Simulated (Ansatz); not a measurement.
# H6S3: the cost of one run

Computed with Ansatz 0.2.0 (the levels named in each step, unless a step's input says otherwise).

## (1) The system as given

Bond lengths: S1–H4 1.334 Å, S1–H5 1.325 Å, S2–H6 1.326 Å, S2–H7 1.331 Å, S3–H8 1.333 Å, S3–H9 1.325 Å. Angles: H4–S1–H5 92.4°, H6–S2–H7 92.5°, H8–S3–H9 92.3°.

Structure file:

```xyz
9

S     1.8266   -1.1658    0.1449
S    -1.0954    0.5261    1.8211
S    -0.7505    0.6122   -1.9637
H     0.9698   -0.6741    1.0410
H     1.3150   -2.3842    0.2413
H    -0.6457    1.7636    1.9788
H    -1.3503    0.7204    0.5291
H     0.2595   -0.1384   -1.5228
H     0.0673    1.5844   -2.3411
```

## (2) A rough first relaxation, PBE-D4/def2-SVP

Input file input.yaml:

```yaml
crystal:
  periodic: [false, false, false]
  atoms:
    - { symbol: S, position_ang: [1.8266, -1.16575, 0.14493] }
    - { symbol: S, position_ang: [-1.09544, 0.52611, 1.8211] }
    - { symbol: S, position_ang: [-0.75051, 0.61224, -1.96371] }
    - { symbol: H, position_ang: [0.96985, -0.67413, 1.04104] }
    - { symbol: H, position_ang: [1.31498, -2.38424, 0.24132] }
    - { symbol: H, position_ang: [-0.64566, 1.76359, 1.97882] }
    - { symbol: H, position_ang: [-1.35029, 0.72039, 0.52907] }
    - { symbol: H, position_ang: [0.25951, -0.13836, -1.52276] }
    - { symbol: H, position_ang: [0.06735, 1.58436, -2.34113] }
basis:
  gaussian: { orbitals: def2-SVP }
hamiltonian:
  xc: pbe
  dispersion: d4
relax:
  f_tol: 0.03
  max_steps: 200
```

The run is started by

```
$ ansatz run input.yaml --threads 4 --pin off --max-ram 10240MiB --backend cpu --events-out ev --progress --plain --runs-dir out
```

Q: Estimate wall time and peak memory on 4 threads of Arm Neoverse V1, shared host.

About 5.7 s, with a peak of 0.13 GiB.
